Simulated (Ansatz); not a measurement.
W, DFT, PBE, PAW with Ansatz's default frozen-core files, scalar-relativistic (Ansatz 0.2.0), run on 1 thread of Intel(R) Xeon(R) Platinum 8488C (Sapphire Rapids) on a shared host.

The structure comes from a relaxation in the same program, started in the bcc type, and has space group Im-3m. Whether it is a known phase or the ground state wasn't checked.

Command: `ansatz run input.yaml --threads 1 --pin off --max-ram 2048MiB --backend cpu --events-out ev --progress --plain --runs-dir out`

```yaml
crystal:
  lattice:
    - [-1.5922712528, 1.5922712528, 1.5922712528]
    - [1.5922712528, -1.5922712528, 1.5922712528]
    - [1.5922712528, 1.5922712528, -1.5922712528]
  atoms:
    - { symbol: W, position: [0.0, 0.0, 0.0] }
kpoints:
  mp_grid: { grid: [14, 14, 14] }
scf:
  occupations: { method: fermi_dirac, width: 0.08 }
hamiltonian:
  xc: pbe
  pseudopotentials: { kind: paw }
output:
  forces: true
  stress: true
  eigenvalues: true
  efg: { contact_densities: true }
basis:
  ecutwfc: 350
```

(1) How large is the problem that the program sets up?

(2) About how long does it take?

## Answers

(1) 104 irreducible k-points, 225 plane waves at Γ, 11 bands.

(2) 3.5 s of wall time for 6 SCF iterations. Times on shared machines scatter by tens of per cent.
